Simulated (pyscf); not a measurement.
**Hydrogen abstraction: HO–SiH₂–OH + H atom (H•) -> HO–SiH•–OH + hydrogen (H₂)**

Gas phase, doublet surface, charge 0. Bonds broken: Si2–H5. Bonds formed: H5–H8. Structures and frequencies: ωB97X-D3(BJ)/def2-SVP in PySCF.

Transition state (Å):

```xyz
8

O     -0.5869     0.0552    -0.5607
Si     0.2942    -0.4416     0.7608
O     -0.1847     0.4660     2.0579
H     -0.2134    -0.0910    -1.4355
H     -0.0111    -1.9768     1.1892
H      1.7536    -0.2978     0.4531
H     -0.3879     1.3932     1.8925
H     -0.2598    -3.0036     1.5248
```

One imaginary mode, 1087i cm⁻¹; descent along it reached the two sides named.

| bond | change | reactant side (Å) | saddle | product side |
|---|---|---|---|---|
| Si2–H5 | breaks | 1.477 | 1.623 | 3.3 |
| H5–H8 | forms | 3.4 | 1.109 | 0.762 |

Electronic energies relative to the separated reactants (kcal/mol):

| level | barrier | reaction energy | reverse barrier |
|---|---|---|---|
| ωB97X-D3(BJ)/def2-TZVP | 7.0 | -7.8 | 14.8 |
| PBE/def2-TZVP | 1.6 | -11.9 | 13.5 |
| r²SCAN/def2-TZVP | 1.0 | -12.6 | 13.6 |
| B3LYP-D3(BJ)/def2-TZVP | 2.1 | -12.1 | 14.2 |
| PBE0-D3(BJ)/def2-TZVP | 3.8 | -9.4 | 13.1 |
| M06-2X/def2-TZVP | 8.0 | -10.2 | 18.2 |
| ωB97M-D3(BJ)/def2-TZVP | 7.2 | -7.6 | 14.8 |
| HF/def2-TZVP | 17.2 | -2.2 | 19.5 |

With ωB97M-D3(BJ)/def2-TZVP energies and thermal terms (ideal gas, 1 atm, RRHO with modes under 100 cm⁻¹ raised to 100, one conformer, R ln 2 for chiral ones without a mode under 150 cm⁻¹), in kcal/mol:

| T (K) | ΔH‡ | ΔG‡ | ΔH | ΔG |
|---|---|---|---|---|
| 298 | 5.2 | 10.8 | -7.1 | -9.2 |
| 600 | 5.1 | 16.5 | -7.0 | -11.4 |
| 900 | 5.0 | 22.2 | -7.4 | -13.6 |
| 1200 | 5.0 | 28.0 | -8.1 | -15.5 |

One saddle was located; it need not be the lowest between these sides. The angle at the transferred H is 177°.
